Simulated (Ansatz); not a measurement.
**C2H6S (dimethyl sulfide): entropy by statistical mechanics**

A singlet with charge 0, relaxed at PBE/def2-SVP (Ansatz 0.2.0):

```xyz
9

C    -0.4817    1.0621   -0.7434
S     0.8354   -0.1873   -0.8450
C     0.5304   -1.0788    0.7100
H    -1.4887    0.5961   -0.7204
H    -0.4038    1.6863   -1.6547
H    -0.3586    1.7172    0.1440
H    -0.4798   -1.5382    0.7286
H     1.2852   -1.8867    0.7710
H     0.6503   -0.4171    1.5930
```

Harmonic wavenumbers in cm⁻¹: 182, 183, 259, 685, 733, 871, 908, 949, 1008, 1269, 1297, 1384, 1392, 1402, 1410, 2956, 2959, 3046, 3055, 3085, 3086.

Masses in u: C 12.011, S 32.06, H 1.008. Take T = 298.15 K, p = 1 bar, R = 8.3145 J/(mol K), kT/hc = 207.22 cm⁻¹, rigid rotor and harmonic oscillator.

**Question.** Work out S° at 298 K.

**Answer.** 
1. Translation (Sackur–Tetrode): S = R[3/2 ln M + 5/2 ln T − 1.1517] with M = 62.13 gives 160.4 J/(mol K).
2. Rotation: principal moments 28.678, 68.243, 90.306 u Å² give A, B, C = 0.5878, 0.247, 0.1867 cm⁻¹; the symmetry number is σ = 2; q = (√π/σ)√((kT/hc)³/ABC) = 16057; S = R(ln q + 3/2) = 93.0.
3. Vibration: with u = ν̃/207.22, each mode gives R[u/(eᵘ − 1) − ln(1 − e⁻ᵘ)]; the sum is 31.4, most from 182 cm⁻¹ (9.7), 183 cm⁻¹ (9.6), 259 cm⁻¹ (7.0).
4. Electronic: R ln 1 = 0.0, from the spin multiplicity alone.
5. Sum: 160.4 + 93.0 + 31.4 + 0.0 = 284.8 J/(mol K).

No measured value is set beside it here. Where a soft mode is a torsion, a harmonic oscillator describes it poorly.
